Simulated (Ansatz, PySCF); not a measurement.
Noncovalent pair: HF (SMILES F) (first 2 atoms) with HF (SMILES F); geometry from A24 set.
(charge 0, multiplicity 1):
```xyz
4

H      0.0000     0.8027     1.6953
F      0.0000    -0.0460     1.3403
H      0.0000    -0.1204    -0.4908
F      0.0000     0.0098    -1.4042
```

Basis-set superposition error: the interaction energy with monomers in their own basis, and in the dimer's basis (counterpoise).

Programs: Ansatz (Gaussian orbitals); PySCF for 6-31G* rows. 

```tsv
level	uncorrected (kcal/mol)	counterpoise (kcal/mol)	difference
HF/aug-cc-pVDZ	-4.00	-3.76	0.24
HF/aug-cc-pVTZ	-3.86	-3.74	0.12
B3LYP/6-31G*	-8.03	-5.33	2.70
wB97X-V/def2-TZVPPD	-4.63	-4.59	0.03
B2PLYP/def2-TZVPPD	-4.55	-4.39	0.15
MP2/aug-cc-pVTZ	-4.67	-4.19	0.48
SCS-MP2/aug-cc-pVDZ	-4.34	-3.64	0.70
CCSD/aug-cc-pVTZ	-4.65	-4.16	0.49
CCSD/aug-cc-pVQZ	-4.58	-4.36	0.22
CCSD(T)/aug-cc-pVDZ	-4.76	-3.98	0.78
```

The error is largest for B3LYP/6-31G* (2.70 kcal/mol) and smallest for wB97X-V/def2-TZVPPD (0.03 kcal/mol).

Ansatz is a program for electronic structure.
